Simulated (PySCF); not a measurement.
Gas-phase reaction: AlCl3.NH3 + 2 AlH3 → 3 AlH2Cl + NH3

Energies from PySCF, thermal terms from the rigid-rotor harmonic-oscillator model, ideal gas at 1 bar. † marks an energy on the PBE0/def2-TZVP geometry and frequencies; other levels use their own. MP2 freezes the core. 6-31G* has spherical d functions here. All species are closed-shell singlets. B3LYP is the form with VWN-RPA correlation. Adducts (AlCl3.NH3) have no counterpoise correction, and HF, PBE, BLYP, B3LYP and PBE0 lack dispersion. AlH3, AlH2Cl: computed as isolated molecules; such fragments, hydroxides, amides, oligomers or adducts are transient or little studied in the gas. MP2 isn't extrapolated to the basis-set limit; its ΔH°(298 K) is 150.9 kJ in def2-SVP and 136.2 kJ in def2-TZVPP. The harmonic model lacks anharmonicity and excited electronic states, which grow with temperature; levels with a mode under 35 cm⁻¹ are left out. Soft modes under 120 cm⁻¹ make the harmonic entropy rough for AlCl3.NH3.

| level | ΔE electronic, kJ | ΔH°(298 K), kJ | ΔS°(298 K), J/K | ΔG°(1800 K), kJ |
|---|---|---|---|---|
| B3LYP/def2-TZVP† | 117 | 109 | 165 | -168 |
| HF/6-31G* | 141 | 133 | 168 | -148 |
| HF/def2-TZVP† | 126 | 118 | 165 | -158 |
| MP2/def2-TZVPP† | 144 | 136 | 165 | -140 |
| PBE0/def2-QZVP† | 130 | 122 | 165 | -154 |
ΔH° is lowest at B3LYP/def2-TZVP† and highest at MP2/def2-TZVPP†. No reference value is set beside these.
